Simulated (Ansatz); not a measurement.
We consider CsCl-type TlCl, described by rVV10 (plane waves, PAW; Ansatz, an electronic-structure program).

Run with plane-wave cutoff 520 eV, 10×10×10 k mesh, Fermi–Dirac smearing 0.01 eV, scalar-relativistic PAW data made under PBE.

Cell (relaxed at this level):

```cif
data_ClTl
_chemical_formula_sum 'Tl1 Cl1'
_space_group_name_H-M_alt 'Pm-3m'
_space_group_IT_number 221
_space_group_name_Hall '-P 4 2 3'
_cell_length_a 3.83931
_cell_length_b 3.83931
_cell_length_c 3.83931
_cell_angle_alpha 90.000
_cell_angle_beta 90.000
_cell_angle_gamma 90.000
loop_
_atom_site_label
_atom_site_type_symbol
_atom_site_symmetry_multiplicity
_atom_site_Wyckoff_symbol
_atom_site_fract_x
_atom_site_fract_y
_atom_site_fract_z
_atom_site_occupancy
Tl1 Tl 1 a 0.00000 0.00000 0.00000 1
Cl1 Cl 1 b 0.50000 0.50000 0.50000 1
```

Task: What does this level give for the bulk modulus, band gap, Γ–Γ gap and pressure derivative B′ of the bulk modulus?

Result: 
- bulk modulus = 30.7 GPa
- band gap = 1.94 eV
- Γ–Γ gap = 9.21 eV
- pressure derivative B′ of the bulk modulus = 5.0

Spin–orbit coupling is not included; with these elements it can move the gap by several tenths of an eV or more.

Static lattice: no zero-point or thermal effects.
